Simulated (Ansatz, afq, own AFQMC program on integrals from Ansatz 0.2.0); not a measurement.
AFQMC on a folder of integrals that Ansatz 0.2.0 wrote.

```yaml
crystal:
  periodic: [false, false, false]
  atoms:
    - {symbol: Ge, position_ang: [0.000000, -0.016263, 0.385380]}
    - {symbol: O, position_ang: [0.000000, 0.125733, -1.773956]}
    - {symbol: H, position_ang: [1.259685, -0.764730, 0.862802]}
    - {symbol: H, position_ang: [0.000000, 1.439096, 0.860254]}
    - {symbol: H, position_ang: [-1.259685, -0.764730, 0.862802]}
    - {symbol: H, position_ang: [0.000000, -0.733382, -2.200663]}
basis:
  gaussian: {orbitals: 6-31G}
magnetization: {spin_polarized: false}
correlation: {method: ccsd_t, electrons: outside_noble_gas, hamiltonian_folder: ham}
```

```sh
$ ansatz run in.yaml --threads 1 --pin off --events-out ev --progress --plain --max-ram 1382MiB
```

Options of the walk:

```
--method free --trial cisd --walkers 80 --time-step 0.03 --max-blocks 80 --target-error 0.00045 --factor-cut 1e-05 --seed 77 --times 0,0.21,0.42,0.81,1.2,1.8,2.4,3 --taylor-order 8
```

Times are imaginary, in 1/Eh. The walk had a cap of 495 s. Filled inner d shells are frozen with the cores.

Log:

```
orbitals 31  electrons 7 7  factors 251 of 453
reference energy -2152.13714211 Eh
CCSD correlation -0.21441328 Eh in 11 cycles, weight of the determinant in the CISD state 0.8960
repeat  energy at the last time / Eh  error
    10  -2152.356974  0.001128
    20  -2152.357627  0.000853
    30  -2152.357130  0.000591
    40  -2152.356969  0.000591
    50  -2152.356797  0.000506
    60  -2152.356510  0.000445
time / (1/Eh)  energy / Eh  error  mean overlap
  0.00  -2152.352138  0.000632  1.1171
  0.21  -2152.354578  0.000441  1.1158
  0.42  -2152.355676  0.000374  1.1167
  0.81  -2152.356451  0.000348  1.0998
  1.20  -2152.357432  0.000370  1.0900
  1.80  -2152.357530  0.000399  1.0794
  2.40  -2152.357380  0.000535  1.0640
  3.00  -2152.356522  0.000438  1.0852
energy -2152.356522 +/- 0.000438 Eh
```

The run passed its tests (error under three times the target), which doesn't prove that it has relaxed.

Against this walk (error 11.9 meV) on the same determinant: CCSD(T) 26.6 meV higher, the released energy of a separate walk with a CISD trial 0.8 ± 17.5 meV lower (within the noise). The error is statistical, and a free projection of finite length keeps a remainder of its start. The last points scatter (meV from the last: 2 ± 9 at 0.81, -25 ± 10 at 1.20, -27 ± 11 at 1.80, -23 ± 15 at 2.40, 0 ± 12 at 3.00); the last is the one printed as the energy, and the gaps above move with that scatter.

Cautions: remainder of the start not in the error; no relativity below Rb; no spin-orbit coupling; inner d shell frozen.

The walk took 83 s on 1 thread of Arm Neoverse V2 (shared host). The log's last line is the free-projection energy.

A walk keeps the symmetry of its determinant, which the program's search chose and which needn't be the lowest solution, so a lower state of the same spin and another symmetry isn't excluded.
